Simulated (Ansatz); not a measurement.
Steps of a relaxation of C₃H₇NOS, SMILES `NC(S)CC=O` with RKS PBE-D4/def2-SVP.

```sh
$ ansatz run in.yaml --threads 2 --pin off --events-out ev --progress --plain --max-ram 22528MiB --backend cpu
```

```yaml
crystal:
  periodic: [false, false, false]
  atoms:
    - {symbol: N, position_ang: [0.356200, -1.618300, -0.904300]}
    - {symbol: C, position_ang: [0.462100, -0.427400, -0.036500]}
    - {symbol: S, position_ang: [1.778200, 0.586200, -0.737000]}
    - {symbol: C, position_ang: [-0.754500, 0.387100, 0.070900]}
    - {symbol: C, position_ang: [-0.733100, 1.384300, 1.164400]}
    - {symbol: O, position_ang: [-1.405300, 1.337000, 2.207200]}
    - {symbol: H, position_ang: [-0.453100, -2.139300, -0.603100]}
    - {symbol: H, position_ang: [0.113300, -1.226600, -1.858600]}
    - {symbol: H, position_ang: [0.787900, -0.758500, 0.993900]}
    - {symbol: H, position_ang: [2.690800, -0.424400, -0.789400]}
    - {symbol: H, position_ang: [-1.676800, -0.289400, 0.337000]}
    - {symbol: H, position_ang: [-1.066700, 0.902800, -0.839400]}
    - {symbol: H, position_ang: [-0.078700, 2.251800, 1.009800]}
basis:
  gaussian: {orbitals: def2-SVP}
hamiltonian: {xc: pbe, dispersion: d4}
relax: {f_tol: 0.03, max_steps: 200}
```

Positions (Å) and forces (eV/Å) along the path, 11 of 18 steps:

```xyz
13
step=1 energy=-17575.6599 eV
N     0.356   -1.618   -0.904    0.333    1.287   -0.824
C     0.462   -0.427   -0.036    1.557   -1.916   -0.141
S     1.778    0.586   -0.737    0.780    0.750   -0.206
C    -0.754    0.387    0.071   -3.584   -0.802    1.152
C    -0.733    1.384    1.164   -1.420    0.530    2.300
O    -1.405    1.337    2.207    0.894   -0.252   -1.534
H    -0.453   -2.139   -0.603   -0.820   -0.673    0.247
H     0.113   -1.227   -1.859    0.235   -0.590    0.825
H     0.788   -0.758    0.994   -0.271    0.024   -0.484
H     2.691   -0.424   -0.789   -0.021    0.001    0.013
H    -1.677   -0.289    0.337    1.345    0.668   -0.335
H    -1.067    0.903   -0.839    0.226    0.273   -0.814
H    -0.079    2.252    1.010    0.746    0.703   -0.198
13
step=2 energy=-17575.9202 eV
N     0.346   -1.626   -0.918    0.028    0.813   -0.304
C     0.453   -0.433   -0.062    0.640   -1.126    0.123
S     1.784    0.652   -0.687    0.223    0.166   -0.130
C    -0.810    0.380    0.080   -1.832    0.083    0.090
C    -0.764    1.432    1.150    0.525   -0.085    1.528
O    -1.365    1.366    2.216   -0.034    0.038   -0.753
H    -0.458   -2.183   -0.604   -0.106   -0.155    0.080
H     0.105   -1.288   -1.873    0.085   -0.236    0.290
H     0.749   -0.793    0.955   -0.063    0.063   -0.158
H     2.710   -0.346   -0.751    0.007    0.001    0.008
H    -1.673   -0.304    0.346    0.537    0.309   -0.117
H    -1.087    0.882   -0.869    0.138   -0.031   -0.300
H     0.031    2.227    1.032   -0.148    0.159   -0.358
13
step=3 energy=-17575.9732 eV
N     0.340   -1.628   -0.954   -0.170    0.234    0.197
C     0.457   -0.466   -0.070   -0.058   -0.502   -0.096
S     1.796    0.663   -0.657   -0.060   -0.116   -0.011
C    -0.833    0.368    0.108    0.457    0.514   -0.178
C    -0.716    1.419    1.201   -0.443    1.048    0.111
O    -1.393    1.429    2.217    0.349   -0.285   -0.288
H    -0.442   -2.228   -0.626    0.290    0.158   -0.053
H     0.076   -1.303   -1.894   -0.014    0.015   -0.098
H     0.744   -0.858    0.927    0.054    0.033    0.071
H     2.731   -0.325   -0.738    0.006    0.001   -0.006
H    -1.665   -0.300    0.363   -0.262   -0.217    0.143
H    -1.067    0.881   -0.862    0.056   -0.092    0.232
H    -0.006    2.315    0.999   -0.204   -0.791   -0.026
13
step=4 energy=-17575.9909 eV
N     0.338   -1.609   -0.944   -0.146   -0.412   -0.341
C     0.446   -0.497   -0.069    0.161    0.891    0.616
S     1.772    0.662   -0.654    0.185   -0.225   -0.002
C    -0.838    0.378    0.103    0.415    0.085   -0.177
C    -0.737    1.419    1.193    0.157    0.397   -0.276
O    -1.377    1.402    2.223   -0.073   -0.116    0.189
H    -0.403   -2.227   -0.591   -0.032   -0.231   -0.033
H     0.031   -1.274   -1.863   -0.027   -0.047   -0.258
H     0.726   -0.859    0.937    0.117   -0.129    0.159
H     2.749   -0.299   -0.761   -0.216    0.140    0.039
H    -1.688   -0.274    0.341   -0.307   -0.270    0.028
H    -0.997    0.884   -0.874   -0.188    0.054   -0.005
H    -0.001    2.259    0.975   -0.045   -0.136    0.060
13
step=5 energy=-17576.0237 eV
N     0.341   -1.609   -0.953   -0.088    0.067   -0.023
C     0.451   -0.476   -0.061    0.040    0.081    0.069
S     1.787    0.656   -0.652    0.083   -0.069   -0.003
C    -0.837    0.381    0.102    0.018    0.050   -0.058
C    -0.741    1.434    1.184    0.077    0.190    0.105
O    -1.370    1.407    2.224    0.004   -0.064   -0.048
H    -0.405   -2.235   -0.614    0.038   -0.064   -0.010
H     0.049   -1.278   -1.883    0.016   -0.031   -0.030
H     0.741   -0.853    0.943   -0.010   -0.032    0.010
H     2.734   -0.325   -0.742   -0.075    0.053    0.011
H    -1.682   -0.289    0.357   -0.038   -0.048    0.008
H    -1.049    0.882   -0.871   -0.008   -0.037    0.017
H     0.001    2.271    0.981   -0.056   -0.096   -0.048
13
step=8 energy=-17576.0337 eV
N     0.342   -1.575   -0.986   -0.002   -0.045    0.033
C     0.436   -0.476   -0.052    0.002   -0.024   -0.022
S     1.811    0.656   -0.559   -0.029   -0.002    0.007
C    -0.850    0.385    0.106   -0.012    0.003   -0.005
C    -0.728    1.460    1.168   -0.049   -0.051    0.046
O    -1.262    1.396    2.259    0.070    0.030   -0.069
H    -0.328   -2.282   -0.649    0.021    0.050   -0.019
H     0.020   -1.246   -1.906    0.001    0.016    0.008
H     0.688   -0.899    0.944   -0.006    0.006   -0.004
H     2.712   -0.354   -0.710    0.012   -0.005    0.002
H    -1.685   -0.289    0.390    0.007    0.017    0.003
H    -1.075    0.857   -0.876    0.004   -0.002    0.001
H    -0.063    2.333    0.887   -0.018    0.007    0.019
13
step=9 energy=-17576.0356 eV
N     0.345   -1.572   -0.995   -0.016   -0.021    0.016
C     0.426   -0.484   -0.050   -0.001   -0.011   -0.046
S     1.804    0.657   -0.531   -0.008   -0.016    0.005
C    -0.859    0.379    0.108   -0.007   -0.010    0.039
C    -0.715    1.463    1.157   -0.094    0.001    0.126
O    -1.192    1.394    2.275    0.112    0.017   -0.185
H    -0.334   -2.279   -0.677    0.015    0.038   -0.018
H     0.041   -1.232   -1.918    0.003    0.001    0.023
H     0.666   -0.914    0.945    0.013    0.002    0.018
H     2.714   -0.347   -0.673    0.000    0.000    0.002
H    -1.691   -0.290    0.414    0.012    0.009   -0.009
H    -1.096    0.838   -0.877    0.004    0.011   -0.006
H    -0.088    2.353    0.837   -0.032   -0.020    0.036
13
step=15 energy=-17576.0402 eV
N     0.334   -1.589   -0.984    0.002    0.033    0.021
C     0.413   -0.485   -0.058   -0.005   -0.036    0.003
S     1.795    0.643   -0.542    0.032   -0.003   -0.005
C    -0.864    0.395    0.080    0.009    0.011    0.003
C    -0.700    1.457    1.150   -0.014    0.031    0.078
O    -0.981    1.278    2.320    0.031    0.006   -0.104
H    -0.375   -2.268   -0.674   -0.007   -0.013   -0.004
H     0.064   -1.257   -1.919   -0.001    0.000   -0.008
H     0.638   -0.893    0.950    0.000    0.007    0.001
H     2.735   -0.344   -0.579   -0.024    0.015    0.000
H    -1.700   -0.271    0.376   -0.007   -0.004   -0.001
H    -1.090    0.863   -0.903    0.000   -0.007    0.001
H    -0.249    2.436    0.799   -0.016   -0.038    0.016
13
step=16 energy=-17576.0404 eV
N     0.334   -1.589   -0.982    0.001    0.018    0.014
C     0.413   -0.485   -0.056   -0.012   -0.020   -0.005
S     1.796    0.642   -0.539    0.023   -0.006   -0.005
C    -0.865    0.396    0.078   -0.005    0.012    0.000
C    -0.700    1.458    1.149    0.015    0.011    0.040
O    -0.965    1.270    2.322    0.012    0.013   -0.058
H    -0.377   -2.267   -0.675   -0.001   -0.006   -0.003
H     0.070   -1.257   -1.919    0.000    0.000   -0.001
H     0.635   -0.892    0.953    0.000    0.004    0.000
H     2.733   -0.347   -0.580   -0.015    0.012    0.001
H    -1.701   -0.270    0.373   -0.001   -0.003   -0.001
H    -1.088    0.863   -0.905    0.002   -0.007    0.000
H    -0.263    2.442    0.796   -0.020   -0.028    0.017
13
step=17 energy=-17576.0404 eV rejected
N     0.333   -1.589   -0.983    0.005    0.016    0.018
C     0.413   -0.484   -0.057   -0.002   -0.022    0.010
S     1.797    0.641   -0.539    0.013    0.011   -0.011
C    -0.865    0.396    0.078   -0.008    0.018   -0.001
C    -0.700    1.458    1.149    0.018    0.014    0.039
O    -0.964    1.269    2.322    0.012    0.012   -0.058
H    -0.377   -2.267   -0.675   -0.004   -0.007   -0.005
H     0.068   -1.255   -1.919    0.000   -0.002   -0.004
H     0.636   -0.890    0.953   -0.008   -0.006   -0.007
H     2.733   -0.349   -0.579   -0.009    0.004    0.001
H    -1.701   -0.270    0.374    0.001   -0.004   -0.002
H    -1.089    0.862   -0.905    0.002   -0.005    0.002
H    -0.264    2.443    0.796   -0.020   -0.029    0.017
13
step=18 energy=-17576.0405 eV
N     0.334   -1.589   -0.982    0.000    0.010    0.008
C     0.412   -0.485   -0.056   -0.009   -0.013   -0.005
S     1.796    0.642   -0.539    0.012    0.000   -0.003
C    -0.865    0.397    0.078    0.003    0.002    0.002
C    -0.699    1.458    1.150   -0.008    0.002    0.004
O    -0.964    1.270    2.321    0.008    0.002   -0.010
H    -0.377   -2.267   -0.675    0.001   -0.004   -0.003
H     0.070   -1.256   -1.919    0.001    0.000    0.000
H     0.635   -0.892    0.953    0.000    0.002    0.001
H     2.732   -0.347   -0.580   -0.007    0.004    0.001
H    -1.701   -0.269    0.373    0.000    0.001    0.000
H    -1.088    0.863   -0.905    0.001   -0.003   -0.002
H    -0.264    2.442    0.797   -0.002   -0.004    0.006
```

Hardware: 2 threads of an AMD EPYC 7R13 on a shared host. Wall time 37 s, peak host memory 0.23 GiB.
